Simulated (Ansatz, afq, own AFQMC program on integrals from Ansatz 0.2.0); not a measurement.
Integrals from Ansatz 0.2.0, then the random walk in our own AFQMC program (afq).

```yaml
crystal:
  periodic: [false, false, false]
  atoms:
    - {symbol: Al, position_ang: [0.000000, 0.000000, 0.000000]}
    - {symbol: N, position_ang: [0.000000, 0.000000, 1.668087]}
basis:
  gaussian: {orbitals: 6-31G}
magnetization: {spin_polarized: false}
correlation: {method: ccsd_t, electrons: outside_noble_gas, hamiltonian_folder: ham}
```

```sh
$ ansatz run in.yaml --threads 1 --pin off --events-out ev --progress --plain --max-ram 16896MiB --backend cuda --devices 0, --max-vram 18GiB
```

Options of the walk:

```
--method phaseless --trial hf --walkers 4000 --populations 20 --least-time 40 --time-step 0.005 --steps-per-block 20 --equilibration-blocks 112 --max-blocks 4000 --target-error 0.0008500 --factor-cut 1e-05 --seed 1670 --taylor-order 6
```

Times are imaginary, in 1/Eh. The walk had a cap of 49 s. With eight or more populations the least sampling time is a fifth of least-time, and the error comes from their spread.

Log:

```
orbitals 16  electrons 4 4  factors 90 of 271
reference energy -296.11693513 Eh
CCSD correlation -0.20013605 Eh in 16 cycles, weight of the determinant in the CISD state 0.5799
energy of the start -296.116935 Eh
 block  time / (1/Eh)  mean weight  energy / Eh
     1     0.100  1.0004  -296.142205
     2     0.200  1.0008  -296.162958
     3     0.300  1.0009  -296.179293
     4     0.400  1.0009  -296.191248
     5     0.500  1.0007  -296.203858
     7     0.700  1.0005  -296.221341
     9     0.900  1.0004  -296.236397
    13     1.300  1.0003  -296.256058
    37     3.700  1.0001  -296.286021
    61     6.100  1.0001  -296.304514
    85     8.500  0.9999  -296.308074
   109    10.900  0.9998  -296.315139
   133    13.300  1.0000  -296.315107
   157    15.700  1.0001  -296.323042
   181    18.100  1.0000  -296.313446
   205    20.500  1.0000  -296.319946
   229    22.900  1.0002  -296.316889
   253    25.300  0.9999  -296.315142
   277    27.700  0.9997  -296.311301
   301    30.100  1.0003  -296.320181
   325    32.500  1.0001  -296.316821
   349    34.900  1.0001  -296.320235
   373    37.300  1.0006  -296.334023
   397    39.700  0.9999  -296.311275
   421    42.100  0.9999  -296.307250
   445    44.500  1.0001  -296.313533
   469    46.900  0.9999  -296.327910
   493    49.300  1.0000  -296.315293
error from the spread of 20 populations
energy -296.316525 +/- 0.001283 Eh
(rows thinned)
```

The run passed its tests (sampling time, drift between the halves within three errors, error under three times the target), which doesn't prove that it has relaxed, ending at its cap on processor time.

Against this walk (error 34.9 meV) on the same determinant: CCSD(T) 532.9 meV lower, CCSDT(Q) 541.5 meV lower, CCSDTQ 444.3 meV lower, full CI 450.4 meV lower, a separate phaseless walk with a CISD trial and standard settings 294.4 ± 35.2 meV lower. The error is statistical and leaves out the bias of the constraint. Full CI is exact here, so the walk's 450 meV above it is the walk's own error: the bias of the constraint with this trial. The determinant is a poor start (see the cautions), so the low cluster orders aren't to be relied on, and full CI is the sure value.

Cautions: constraint bias not in the error; error above the target (34.9 against 23.1 meV); another spin lies lower; restricted determinant unstable towards unrestricted (UHF 1.86 eV lower, ⟨S²⟩ 1.21); the search met a lower determinant of the same kind, perhaps of another symmetry (102 meV lower), and this one is a saddle point; strong correlation (T1 0.146, weight of the determinant 0.58, largest double 0.25); (T) is large, 10 % of the CCSD correlation; (Q) is large, 125 meV, so the cluster series hasn't closed; CCSD(T) is in doubt: in a space of 8 electrons in 8 natural orbitals full CI lies 102 meV above it; CCSDTQ on the UHF determinant differs (31 meV lower), perhaps since the unrestricted series falls towards higher spin.

The walk took 49 s on 1 × NVIDIA H100 80GB HBM3 with 2 threads of AMD EPYC 7R13 Processor (Zen 3), with other jobs on the host (the card was shared). The log's last line is the phaseless energy.

CCSDT and higher add their correlation energy to the determinant of the CCSD(T) run, since their own runs factorise the integrals more tightly (a shift of under 2 meV). A walk keeps the symmetry of its determinant, which the program's search chose and which needn't be the lowest solution, so a lower state of the same spin and another symmetry isn't excluded.
